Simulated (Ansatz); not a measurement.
# BNH6: one species, many methods

One table from this session's results is given with a row withheld; the runs are named, their logs left out.

Program: Ansatz 0.2.0, Gaussian basis. Level of theory: functionals in def2-TZVPP, the program's frozen cores in correlated methods. These are calculated values, not measurements.

Levels to be run: LDA (SPW92), PBE-D4, revPBE-D4, BLYP-D4, r2SCAN-D4, B97M-V, PBE0-D4, B3LYP-D4, r2SCANh-D4, r2SCAN0-D4, HSE06-D4, BHLYP-D4, CAM-B3LYP-D4, LC-ωPBE, ωB97X-V, ωB97M-V, B2PLYP, PBE-QIDH; CCSD(T)/def2-SVP; CCSD(T)/def2-TZVPP; CCSD(T)/def2-QZVPP; extrapolation to the limit; RPA on PBE.

**The relaxed structure**

An earlier PBE0-D4 in a triple-zeta def2 set relaxation fixed the geometry.

SMILES `[BH3-][NH3+]`, 8 atoms, charge 0, spin multiplicity 1.

Atoms are counted from 1 here; the program's logs count them from 0.

Bond lengths: B1–N2 1.639 Å, B1–H3 1.212 Å, B1–H4 1.212 Å, B1–H5 1.212 Å, N2–H6 1.015 Å, N2–H7 1.015 Å, N2–H8 1.015 Å. Angles: N2–B1–H3 105.3°, N2–B1–H4 105.3°, N2–B1–H5 105.3°, H3–B1–H4 113.3°, H3–B1–H5 113.3°, H4–B1–H5 113.3°, B1–N2–H6 110.9°, B1–N2–H7 110.9°, B1–N2–H8 110.9°, H6–N2–H7 108.0°, H6–N2–H8 108.0°, H7–N2–H8 108.0°.

As a file:

```mol
BH6N
  3D, bonds by distance, orders not assigned

  8  7  0  0  0  0  0  0  0  0999 V2000
   -0.1913    0.2508   -0.7754 B   0  0
    0.2065   -0.2551    0.7317 N   0  0
   -0.0782   -0.7284   -1.4810 H   0  0
   -1.3326    0.6497   -0.6872 H   0  0
    0.6044    1.1266   -1.0384 H   0  0
    0.1408    0.5070    1.3987 H   0  0
    1.1566   -0.6113    0.7553 H   0  0
   -0.4140   -0.9965    1.0405 H   0  0
  1  2  8  0
  1  3  8  0
  1  4  8  0
  1  5  8  0
  2  6  8  0
  2  7  8  0
  2  8  8  0
M  END
```

The first run:

Input file in.yaml:

```yaml
crystal:
  periodic: [false, false, false]
  atoms:
    - {symbol: B, position_ang: [-0.191313, 0.250782, -0.775402]}
    - {symbol: N, position_ang: [0.206511, -0.255108, 0.731709]}
    - {symbol: H, position_ang: [-0.078155, -0.728377, -1.480965]}
    - {symbol: H, position_ang: [-1.332573, 0.649687, -0.687235]}
    - {symbol: H, position_ang: [0.604395, 1.126591, -1.038429]}
    - {symbol: H, position_ang: [0.140754, 0.506981, 1.398737]}
    - {symbol: H, position_ang: [1.156575, -0.611274, 0.755256]}
    - {symbol: H, position_ang: [-0.413994, -0.996481, 1.040529]}
basis:
  gaussian: {orbitals: def2-TZVPP}
hamiltonian: {xc: lda}
output: {orbitals: {seedname: orbitals}}
```

Started as:

```bash
$ ansatz run in.yaml --threads 2 --pin off --events-out ev --progress --plain --max-ram 32768MiB --backend cpu
```

Among the steps run: LDA; PBE-D4 (GGA); revPBE-D4 (GGA); BLYP-D4 (GGA); r2SCAN-D4 (meta-GGA); B97M-V (meta-GGA); PBE0-D4 (hybrid); B3LYP-D4 (hybrid); r2SCANh-D4 (hybrid); r2SCAN0-D4 (hybrid); HSE06-D4 (hybrid); BHLYP-D4 (hybrid); CAM-B3LYP-D4 (range-separated); LC-ωPBE (range-separated); ωB97X-V (range-separated); ωB97M-V (range-separated); B2PLYP (double hybrid); PBE-QIDH (double hybrid).

One table of the session follows, with a row left open; its other results are not shown here.

It belongs to the step «Orbital energies across the functionals». 

```
  functional  HOMO (eV)  gap (eV)
 LDA (SPW92)      -6.44      5.51
      PBE-D4      -6.42      5.55
   revPBE-D4      -6.39      5.55
     BLYP-D4      -6.36      5.43
   r2SCAN-D4      -6.72      6.70
      B97M-V      -6.82      6.17
     PBE0-D4      -7.79      7.76
    B3LYP-D4      -7.61      7.20
  r2SCANh-D4          ?         ?
  r2SCAN0-D4      -7.99      8.53
    HSE06-D4      -7.38      6.99
    BHLYP-D4      -9.14      9.69
CAM-B3LYP-D4      -9.28      9.98
     LC-ωPBE     -10.68     12.71
     ωB97X-V     -10.32     12.17
     ωB97M-V     -10.15     11.49
```

Q: Estimate the row for r2SCANh-D4 from the others.

Worked estimate for «HOMO (eV)». Against the share of exact exchange, r2SCAN-D4 (0, -6.72), r2SCAN0-D4 (0.25, -7.99) give a slope of -5.08 per unit share; at 0.1 the line stands at -7.23.

As computed: HOMO (eV): -7.22; gap (eV): 7.44. In «HOMO (eV)» the line misses by -0.01.
